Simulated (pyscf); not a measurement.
Four-centre exchange: GeH₂ [singlet] + H₃C–OH → HO–GeH: [singlet] + CH₄

Gas phase, singlet surface, charge 0. Bonds broken: Ge1–H2, C4–O5. Bonds formed: Ge1–O5, H2–C4. Single points on ωB97X-D3(BJ)/def2-SVP structures (PySCF, gas phase). Correlated levels are frozen-core, on RHF or UHF. ΔMP2 is the change of the MP2 total energy from the triple- to the quadruple-zeta basis.

Transition state (Å):

```xyz
9

Ge     1.2500     0.7621    -0.0575
H      0.7488    -0.7032     0.4437
H      0.7014     1.5262     1.2449
C     -1.0232    -0.4023     0.7923
O     -0.5721     0.6708    -0.8490
H     -1.2900    -1.2499     0.1597
H     -1.8012     0.3583     0.8953
H     -0.6033    -0.6725     1.7648
H     -1.0154     1.5286    -0.7836
```

One imaginary mode, 1029i cm⁻¹; descent along it reached the two sides named, in the forms told below.

```
bond    change  reactant side (Å)  saddle  product side
------  ------  -----------------  ------  ------------
Ge1–H2  breaks              1.590   1.628           2.8
C4–O5   breaks              1.429   2.012           3.6
Ge1–O5   forms              2.175   1.989         1.790
H2–C4    forms                3.1   1.831         1.105
```

Electronic energies relative to the separated reactants (eV):

```tsv
level	barrier	reaction energy	reverse barrier
ωB97X-D3(BJ)/def2-TZVP	1.94	-2.01	3.95
PBE/def2-TZVP	1.41	-2.04	3.45
r²SCAN/def2-TZVP	1.48	-2.09	3.57
B3LYP-D3(BJ)/def2-TZVP	1.71	-2.02	3.74
PBE0-D3(BJ)/def2-TZVP	1.74	-1.97	3.71
M06-2X/def2-TZVP	1.97	-2.04	4.01
ωB97M-D3(BJ)/def2-TZVP	1.93	-2.00	3.93
HF/def2-TZVP	2.96	-1.82	4.79
MP2/def2-QZVPP	1.91	-2.15	4.06
CCSD/def2-TZVPP	2.19	-1.96	4.14
CCSD(T)/def2-TZVPP	1.92	-2.00	3.93
CCSD(T)/def2-TZVPP + ΔMP2(QZVPP)	1.89	-2.02	3.91
```

With CCSD(T)/def2-TZVPP + ΔMP2(QZVPP) energies and thermal terms (ideal gas, 1 atm, RRHO with modes under 100 cm⁻¹ raised to 100, one conformer, R ln 2 for chiral ones without a mode under 150 cm⁻¹), in eV:

```json
[
 {"T (K)": "298", "ΔH‡": "1.88", "ΔG‡": "2.34", "ΔH": "-1.97", "ΔG": "-1.92"},
 {"T (K)": "600", "ΔH‡": "1.91", "ΔG‡": "2.80", "ΔH": "-1.97", "ΔG": "-1.88"},
 {"T (K)": "900", "ΔH‡": "1.94", "ΔG‡": "3.24", "ΔH": "-1.97", "ΔG": "-1.83"},
 {"T (K)": "1200", "ΔH‡": "1.98", "ΔG‡": "3.66", "ΔH": "-1.97", "ΔG": "-1.79"}
]
```

On the reactant side the descent ends in an adduct with a Ge–O contact, 0.85 eV under the separated species and 2.79 eV under the saddle at ωB97X-D3(BJ)/def2-TZVP. What is counted as formed (Ge–O) is already present as a longer contact in the reactant adduct; forming that adduct is a step of its own. The same reactants have a lower exit, to H₃C–O–GeH₃ (barrier +0.72 eV at ωB97M-D3(BJ)/def2-TZVP, against +1.93 eV here). This is the saddle that the search found; another between the same sides may lie lower. The CCSD(T) − MP2 part came from Ansatz, without density fitting, on the same reference. The frozen core leaves the outer d or s,p core shells of the metals and heavy elements correlated in the MP2 and CC values, and def2-TZVPP describes them poorly, which can shift differences by a few kcal/mol. Elements up to Kr have no core potential and no relativistic terms here.
